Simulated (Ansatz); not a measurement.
Two structures, one formula

Two relaxed structures of BSiH3F, doublet (PBE0-D4/def2-TZVP; forces vanish, vibrations not checked).

A:

| atom | x (Å) | y (Å) | z (Å) |
| --- | --- | --- | --- |
| B1 | -1.1289 | 0.1523 | -0.9472 |
| Si2 | 0.1648 | -0.0909 | 0.4174 |
| F3 | 0.4936 | -1.4914 | 1.1045 |
| H4 | -1.7774 | -0.7542 | -1.3687 |
| H5 | -1.2479 | 1.2705 | -1.3522 |
| H6 | 1.0550 | 0.9028 | 1.0612 |

B:

B1  (-1.206, 0.215, -0.667)
Si2  (0.499, 0.022, 0.263)
F3  (0.956, -1.461, 0.685)
H4  (-2.218, -0.155, -1.159)
H5  (1.555, 0.559, -0.635)
H6  (0.414, 0.820, 1.513)
(Å)

Ansatz 0.2.0; basis: def2-TZVPP; cores frozen in the correlated methods; orbitals are unrestricted. B3LYP uses VWN-RPA correlation.

Task: Which structure is lower at CCSD(T), and by how much? (To be estimated.)

Result: By the calculation: A, by 0.891 eV (electronic energy, against the other). By their contacts, A is BSiH₃F ([BH2][SiH][F]) and B is BSiH₃F ([BH][SiH2][F]).

All methods give the same order:

| method | E(B) − E(A) (eV) |
| --- | --- |
| PBE-D4 | 1.116 |
| r2SCAN-D4 | 1.002 |
| PBE0-D4 | 1.018 |
| B3LYP-D4 | 0.989 |
| wB97M-V | 0.988 |
| HF | 0.541 |
| MP2 | 0.910 |
| CCSD | 0.843 |
| CCSD(T) | 0.891 |

No T1 diagnostic of these runs exceeds 0.017. ⟨S²⟩ of the unrestricted Hartree–Fock references: 0.76 (a pure state has 0.75).

Labels in which every atom is bracketed show which atoms are joined, not bond orders.

For scale, one of the runs: CCSD(T)/def2-TZVPP, 146 basis functions, launched by `ansatz run in.yaml --threads 2 --pin off --events-out ev --progress --plain --max-ram 4352MiB`. The run took 34 s on 2 CPU threads of an Arm Neoverse V2 (shared host), with 2 GiB of host memory at its peak.
